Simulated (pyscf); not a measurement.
PySCF, gas phase, ωB97X-D3(BJ)/def2-SVP geometries.

### Question
For HO–Si(F)(F)–F + ammonia (NH₃) -> water (H₂O) + H₂N–Si(F)(F)–F, a four-centre exchange (singlet surface; O–Si, H–N broken, H–O, N–Si formed), PBE/def2-TZVP gives ΔE‡ = 86.8 kJ/mol and ΔE = +40.8 kJ/mol (zero: the separated reactants). In which direction and how far do B3LYP-D3(BJ)/def2-TZVP, PBE0-D3(BJ)/def2-TZVP, ωB97M-D3(BJ)/def2-TZVP move these?

### Answer
B3LYP-D3(BJ): ΔE‡ = 105.4 kJ/mol, ΔE = +41.5 kJ/mol; PBE0-D3(BJ): ΔE‡ = 89.5 kJ/mol, ΔE = +38.8 kJ/mol; ωB97M-D3(BJ): ΔE‡ = 102.6 kJ/mol, ΔE = +40.7 kJ/mol. PBE's barrier lies under all of them, by 2.7 to 18.6 kJ/mol. Its reaction energy matches one of them and lies within 2.0 kJ/mol of the others. On the reactant side the descent ends in an adduct with a N–Si contact, 51.4 kJ/mol under the separated species and 150.8 kJ/mol under the saddle at ωB97X-D3(BJ)/def2-TZVP. On the product side the descent ends in a complex, 29.2 kJ/mol under the separated species and 89.9 kJ/mol under the saddle at ωB97X-D3(BJ)/def2-TZVP. What is counted as formed (N–Si) is already present as a longer contact in the reactant adduct; forming that adduct is a step of its own. This is the saddle that the search found; another between the same sides may lie lower.
